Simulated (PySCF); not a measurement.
A structure optimised at B3LYP-D3(BJ)/def2-SVP, used in a PySCF frequency run:

```
C
F 1 1.3231
F 1 1.3231 2 109.47
F 1 1.3231 2 109.47 3 120.00
F 1 1.3231 2 109.47 3 -120.00
```

**Question.** Write its SMILES, formula and point group.

**Answer.** FC(F)(F)F, CF4, Td

**Question.** What are its rotational constants (standard atomic weights)?

**Answer.** 5.6987, 5.6987, 5.6987 GHz
